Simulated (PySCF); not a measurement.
Molecule: SMILES ClS(CC)(=O)=O, C2H5ClO2S.

Geometry (Å), atoms numbered from 1 in this order:
```xyz
11

C    -1.276    0.295   -0.386
C    -0.279   -0.350    0.546
S     1.412   -0.270   -0.041
O     1.460   -0.686   -1.426
O     2.295   -0.829    0.957
Cl    1.706    1.815   -0.009
H    -2.286    0.192    0.035
H    -1.255   -0.184   -1.374
H    -1.062    1.366   -0.510
H    -0.427   -1.439    0.645
H    -0.251    0.087    1.555
```

Geometry PBE0-D3(BJ)/def2-SVP throughout; GIAO in PySCF 2.14.0 with density-fitted response routines, gas phase, one conformer, non-relativistic; equivalent atoms averaged; functional PBE0.

Q: How do the shifts δ (against TMS, CS2, H2O, HCl at the same level) depend on the basis set? (ppm; last column core-seconds on 1 thread of an Arm Neoverse V1, shared host)

A: 
```
    basis set  functions    C2    C1     S3  O4/O5    Cl6  H10/H11  H7/H8/H9  core-s
       STO-3G         43  43.4  17.0   -2.0  289.9  247.9     2.73      1.61     3.4
        6-31G         72  66.4  10.0  361.4  344.6  655.1     3.29      1.76     6.8
       6-31G*        102  59.7   9.8  361.1  285.5  549.6     2.86      1.38     8.9
     def2-SVP        117  62.3   8.8  362.7  310.5  547.7     2.96      1.37     9.2
6-311+G(2d,p)        208  65.0  10.4  391.6  315.5  616.5     3.38      1.57      22
    def2-TZVP        228  64.7  10.6  407.9  316.7  612.2     3.25      1.53      29
```

Q: Which nucleus moves most, in ppm?

A: S3 (sulfonyl sulfur): from -2.0 ppm with STO-3G to 407.9 ppm with def2-TZVP. The smallest spread is 0.40 ppm, at H7/H8/H9. Proton shifts span only some 12 ppm, so a few tenths of a ppm matter as much there as several ppm in carbon.

Q: Taking the largest basis, def2-TZVP (228 functions), as the yardstick, rank the others by their worst heavy-atom deviation.

A: 6-311+G(2d,p) 16.3 ppm (208 functions), 6-31G 46.6 ppm (72 functions), 6-31G* 62.6 ppm (102 functions), def2-SVP 64.6 ppm (117 functions), STO-3G 409.9 ppm (43 functions).

A small basis that lands close on one nucleus may do so by chance; judge by the trend and by all nuclei.
